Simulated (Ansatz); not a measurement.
Geometry optimisation, RKS PBE0-D4/6-31G* in Ansatz.

input.yaml

```yaml
crystal:
  periodic: [false, false, false]
  atoms:
    - { symbol: C, position_ang: [-0.89139, -1.84028, 0.13565] }
    - { symbol: "N", position_ang: [0.05044, -0.99316, -0.11837] }
    - { symbol: Si, position_ang: [1.62206, -0.80083, -0.66541] }
    - { symbol: H, position_ang: [-1.86402, -1.31693, 0.53695] }
    - { symbol: H, position_ang: [2.3893, -0.1335, 0.42348] }
    - { symbol: H, position_ang: [2.56618, -1.88122, -1.13207] }
    - { symbol: H, position_ang: [1.57004, 0.11817, -1.83692] }
total_charge: -1
basis:
  gaussian: { orbitals: "6-31G*" }
hamiltonian:
  xc: pbe0
  dispersion: d4
relax:
  f_tol: 0.015
  max_steps: 40
```

Command:

```bash
$ ansatz run input.yaml --threads 1 --pin off --max-ram 2048MiB --backend cpu --events-out ev --progress --plain --runs-dir out
```

Question: Where does it end, and by what steps?

Answer: The forces met the threshold. Limits of this set-up: an anion without diffuse functions, the dipole of an ion depends on the origin. After 25 steps the energy has fallen by 0.495 eV; N2 moved furthest, 0.90 Å. Joined: C1–Si3.

| step | energy less start (eV) | largest force component (eV/Å) | accepted |
| --- | --- | --- | --- |
| 0 | 0.0000 | 1.534 | yes |
| 1 | -0.0998 | 0.734 | yes |
| 2 | -0.1148 | 0.294 | yes |
| 3 | -0.1288 | 0.406 | yes |
| 4 | -0.1624 | 0.450 | yes |
| 5 | -0.1661 | 1.412 | yes |
| 6 | -0.1942 | 0.471 | yes |
| 7 | -0.2046 | 0.298 | yes |
| 8 | -0.2097 | 0.125 | yes |
| 9 | -0.2095 | 0.146 | no |
| 10 | -0.2117 | 0.023 | yes |
| 11 | -0.2121 | 0.073 | yes |
| 12 | -0.2139 | 0.147 | yes |
| 13 | -0.2154 | 0.069 | yes |
| 14 | -0.2174 | 0.474 | yes |
| 15 | -0.2430 | 1.266 | yes |
| 16 | -0.2359 | 2.154 | no |
| 17 | -0.2844 | 0.978 | yes |
| 18 | -0.3491 | 0.887 | yes |
| 19 | -0.4146 | 1.087 | yes |
| 20 | -0.4503 | 0.724 | yes |
| 21 | -0.4653 | 0.554 | yes |
| 22 | -0.4898 | 0.314 | yes |
| 23 | -0.4871 | 0.446 | no |
| 24 | -0.4950 | 0.032 | yes |
| 25 | -0.4954 | 0.008 | yes |

```xyz
7
Properties=species:S:1:pos:R:3
C -0.303 -1.442 0.216
N -0.430 -0.536 -0.723
Si 1.330 -0.814 -0.608
H -1.256 -1.816 0.707
H 2.156 -0.314 0.565
H 1.983 -2.082 -1.131
H 1.963 0.156 -1.682
```

Run time: 36 s on 1 thread of Intel(R) Xeon(R) Platinum 8488C (Sapphire Rapids), with other jobs on the host, peak memory 0.16 GiB.
